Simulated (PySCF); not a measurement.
Gas-phase reaction: SiO = Si + O

Method: PySCF energies (xtb for GFN2) plus ideal-gas RRHO corrections (1 bar). Table values come from the NASA 1993 polynomials. † marks an energy on the PBE0/def2-TZVP geometry and frequencies; other levels use their own. MP2 freezes the core. Open shells (unrestricted): Si (multiplicity 3), O (multiplicity 3); the rest are closed-shell singlets. GFN2 has no spin-polarisation term. Spin-orbit splitting is ignored; it lowers the true energy and changes the entropy of Si, O. MP2 isn't extrapolated to the basis-set limit. The table's entry may be an old estimate for SiO (not checked at source).

```json
[
 {"level": "table", "ΔH°(298 K), kJ": "799.6"},
 {"level": "BLYP/def2-TZVP†", "ΔH°(298 K), kJ": "[?]"},
 {"level": "GFN2-xTB", "ΔH°(298 K), kJ": "1243.9"},
 {"level": "MP2/def2-SVP†", "ΔH°(298 K), kJ": "[?]"},
 {"level": "MP2/def2-TZVPP†", "ΔH°(298 K), kJ": "[?]"},
 {"level": "r2SCAN/def2-TZVP†", "ΔH°(298 K), kJ": "779.5"},
 {"level": "LDA/def2-TZVP†", "ΔH°(298 K), kJ": "929.2"},
 {"level": "ωB97X-V/def2-TZVP†", "ΔH°(298 K), kJ": "[?]"}
]
```

Question: Fill in the missing entries.

Answer: 
- BLYP/def2-TZVP†, ΔH°(298 K), kJ: 809.8
- MP2/def2-SVP†, ΔH°(298 K), kJ: 754.1
- MP2/def2-TZVPP†, ΔH°(298 K), kJ: 815.7
- ωB97X-V/def2-TZVP†, ΔH°(298 K), kJ: 786.4
